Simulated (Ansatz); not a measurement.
hcp Tl, treated with r²SCAN (Ansatz, a program for electronic structure, PAW).

Settings: plane-wave cutoff 500 eV, 16×16×1 k mesh (along the axes of the cell as run), Fermi–Dirac smearing 0.1 eV, scalar-relativistic PAW data made under PBE.

Task: What does this level give for the surface energy of the (10-11) face and work function of the (10-11) face?

Result: 
surface energy of the (10-11) face: 0.36 J/m²
work function of the (10-11) face: 3.67 eV

The slab of 12 atoms is relaxed and unreconstructed.

Spin–orbit coupling is not included; it can shift volumes and moduli of such heavy elements.

It cost very roughly 40 core-minutes of CPU time.
